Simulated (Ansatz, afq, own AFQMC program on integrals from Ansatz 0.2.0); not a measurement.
AFQMC on a folder of integrals that Ansatz 0.2.0 wrote.

```yaml
crystal:
  periodic: [false, false, false]
  atoms:
    - {symbol: W, position_ang: [0.000000, 0.000000, 0.000000]}
basis:
  gaussian: {orbitals: def2-TZVP}
magnetization: {spin_polarized: true, initial_magnetization: 6}
correlation: {method: ccsd_t, electrons: outside_noble_gas, hamiltonian_folder: ham}
```

```sh
$ ansatz run in.yaml --threads 1 --pin off --events-out ev --progress --plain --max-ram 15360MiB --backend cuda --devices 0, --max-vram 18GiB
```

Options of the walk:

```
--method free --trial cisd --walkers 4000 --time-step 0.03 --max-blocks 4000 --target-error 0.0003 --factor-cut 1e-05 --seed 8917 --times 0,0.3,0.6,1.2,1.8,2.4,3.6,4.8,6 --taylor-order 8
```

Times are imaginary, in 1/Eh. The walk had a cap of 61 s. Core potentials past Kr, no spin–orbit coupling.

Log:

```
orbitals 36  electrons 6 0  factors 237 of 237
reference energy -66.36046897 Eh
CCSD correlation -0.06866029 Eh in 8 cycles, weight of the determinant in the CISD state 0.9616
repeat  energy at the last time / Eh  error
    10  -66.430290  0.000028
    20  -66.430294  0.000023
    30  -66.430287  0.000017
time / (1/Eh)  energy / Eh  error  mean overlap
  0.00  -66.429128  0.000002  1.0399
  0.30  -66.429634  0.000004  1.0393
  0.60  -66.429879  0.000004  1.0381
  1.20  -66.430082  0.000005  1.0379
  1.80  -66.430171  0.000007  1.0367
  2.40  -66.430214  0.000008  1.0358
  3.60  -66.430273  0.000009  1.0304
  4.80  -66.430454  0.000172  1.0308
  6.00  -66.430283  0.000017  1.0325
energy -66.430283 +/- 0.000017 Eh
```

The run failed at least one of its tests; the cautions name the faults.

Against this walk (error 0.5 meV) on the same determinant: CCSD(T) 7.8 meV higher, CCSDT(Q) 0.1 meV higher (within the noise), CCSDTQ 0.1 meV lower (within the noise), full CI 0.1 meV lower (within the noise). The error is statistical, and a free projection of finite length keeps a remainder of its start. The last points scatter (meV from the last: 3.06 ± 0.19 at 1.80, 1.88 ± 0.21 at 2.40, 0.28 ± 0.24 at 3.60, -5 ± 5 at 4.80, 0.0 ± 0.5 at 6.00); the last is the one printed as the energy, and the gaps above move with that scatter.

Cautions: remainder of the start not in the error; phase noise grows fast; no spin-orbit coupling; outer-core shells of the metal frozen.

The walk took 17 s on 1 × NVIDIA H100 80GB HBM3 with 2 threads of AMD EPYC 7R13 Processor (Zen 3) (shared host) (the card was shared). The log's last line is the free-projection energy.

CCSDT and higher add their correlation energy to the determinant of the CCSD(T) run, since their own runs factorise the integrals more tightly (a shift of under 2 meV). A walk keeps the symmetry of its determinant, which the program's search chose and which needn't be the lowest solution, so a lower state of the same spin and another symmetry isn't excluded.
